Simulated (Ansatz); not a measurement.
**BH3Cl− (SMILES [BH3-]Cl) at wB97X/STO-3G**

What is the energy change on altering one bond length of BH3Cl− at wB97X/STO-3G? 

Program for the calculation: Ansatz 0.2.0.

3 further runs of the same task are left out: 3 that didn't finish.

### Step 1. The system as given

The species is BH3Cl− (5 atoms), meant as a singlet with charge -1. As SMILES, `[BH3-]Cl`. Geometry: relaxed at GFN2-xTB.

Bond lengths: B1–Cl2 1.873 Å, B1–H3 1.208 Å, B1–H4 1.208 Å, B1–H5 1.208 Å. Angles: Cl2–B1–H3 106.7°, Cl2–B1–H4 106.7°, Cl2–B1–H5 106.7°, H3–B1–H4 112.0°, H3–B1–H5 112.2°, H4–B1–H5 112.1°.

### Step 2. The energy at wB97X/STO-3G

The input, input.yaml:

```yaml
crystal:
  periodic: [false, false, false]
  atoms:
    - {symbol: B, position_ang: [0.082390, -0.047870, 0.135930]}
    - {symbol: Cl, position_ang: [-0.845860, 0.496450, -1.396970]}
    - {symbol: H, position_ang: [1.223080, -0.254620, -0.203070]}
    - {symbol: H, position_ang: [-0.460100, -1.051350, 0.532730]}
    - {symbol: H, position_ang: [0.000500, 0.857390, 0.931390]}
basis:
  gaussian:
    orbitals: STO-3G
total_charge: -1
accuracy: high
hamiltonian:
  xc: {name: wB97X}
```

Run with:

```sh
$ ansatz run input.yaml --threads 1 --pin off --max-ram 2610MiB --events-out events.jsonl --progress --plain --runs-dir runs
```

The log of the run:

```text
Warning: RAYON_NUM_THREADS=1 ignored (pool sized by the plan → 1); use --threads N
Functional definition: wB97X
  name "wB97X"
  parameter omega = 0.3/bohr
  parameter cx = 0.157706
  parameter cx1 = 0.726479
  parameter cx2 = 1.04760
  parameter cx3 = -5.70635
  parameter cx4 = 13.2794
  parameter css1 = -4.33879
  parameter css2 = 18.2308
  parameter css3 = -31.7430
  parameter css4 = 17.2901
  parameter cos1 = 2.37031
  parameter cos2 = -11.3995
  parameter cos3 = 6.58405
  parameter cos4 = -3.78132
  exchange = spin_sum(e_x_unif_sr(omega)*poly(b97_u_x, 1 - cx, cx1, cx2, cx3, cx4)) + cx*exact_x_sr(omega)
      + exact_x_lr(omega)
  correlation = spin_sum(e_c_pw_same_spin*poly(b97_u_same, 1, css1, css2, css3, css4))
      + integral(e_c_pw_opposite_spin*poly(b97_u_opposite, 1, cos1, cos2, cos3, cos4))
282 factors; integrals over basis functions are off by at most 6.2e-9 eV
135 factors; integrals over basis functions are off by at most 7.2e-10 eV
mean field evaluation 1: about -13102.0939 eV, gradient 1.4e1 eV
mean field evaluation 2: about -13102.8487 eV, gradient 4.5e0 eV
mean field evaluation 4: about -13102.9128 eV, gradient 2.9e-2 eV
mean field evaluation 8: about -13102.8787 eV, gradient 5.6e-4 eV
mean field -13102.87865062 eV, -481.5219089603 hartree, gradient 2.4e-8 eV, S^2 0.000000; 0 other end points of the search recorded, 0 dependent functions left out
reference -13102.87864917 eV, -481.5219089070 hartree; 13, 13 occupied and 4, 4 virtual orbitals, 282 factors
Total energy: -13102.87864917 eV, -481.5219089070 hartree
```

Run time: 3.9 s. Hardware: 1 thread of Arm Neoverse V1, shared host; peak memory 0.22 GiB.

### Step 3. The distorted shape at the same level

The input, molecule.yaml:

```yaml
crystal:
  periodic: [false, false, false]
  atoms:
    - {symbol: B, position_ang: [0.102860, -0.274154, -0.062907]}
    - {symbol: Cl, position_ang: [-0.825390, 0.270166, -1.595807]}
    - {symbol: H, position_ang: [1.243550, -0.480904, -0.401907]}
    - {symbol: H, position_ang: [-0.439630, -1.277634, 0.333893]}
    - {symbol: H, position_ang: [0.000500, 0.857390, 0.931390]}
basis:
  gaussian:
    orbitals: STO-3G
total_charge: -1
hamiltonian:
  xc: {name: wB97X}
accuracy: high
```

Run with:

```sh
$ ansatz run molecule.yaml --threads 1 --pin off --max-ram 2610MiB --events-out events.jsonl --progress --plain --runs-dir runs
```

The log of the run, cut to the lines that bear on the results:

```text
Warning: RAYON_NUM_THREADS=1 ignored (pool sized by the plan → 1); use --threads N
[... 2 set-up lines as earlier in the session ...]
[...]
      + exact_x_lr(omega)
[...]
      + integral(e_c_pw_opposite_spin*poly(b97_u_opposite, 1, cos1, cos2, cos3, cos4))
281 factors; integrals over basis functions are off by at most 9.8e-9 eV
135 factors; integrals over basis functions are off by at most 7.2e-10 eV
[...]
mean field -13101.88260925 eV, -481.4853051150 hartree, gradient 1.9e-8 eV, S^2 0.000000; 0 other end points of the search recorded, 0 dependent functions left out
reference -13101.88260776 eV, -481.4853050603 hartree; 13, 13 occupied and 4, 4 virtual orbitals, 281 factors
Total energy: -13101.88260776 eV, -481.4853050603 hartree
```

Wall time 4.2 s (1 thread of Arm Neoverse V1, shared host); peak memory 0.22 GiB.

### Step 4. Results

Level: wB97X/STO-3G.

| quantity | value |
| --- | --- |
| first shape: total energy | -481.52191 Eh |
| distorted shape: total energy | -481.48531 Eh |
| energy change with the B1–H5 bond stretched from 1.208 to 1.510 Å | 0.996 eV |

What this shows: With the B1–H5 bond stretched from 1.208 to 1.510 Å the energy rises by 1.00 eV (96.1 kJ/mol). The first shape isn't relaxed at this level, so the change isn't measured from a minimum. The minimal basis adds a large error of its own.
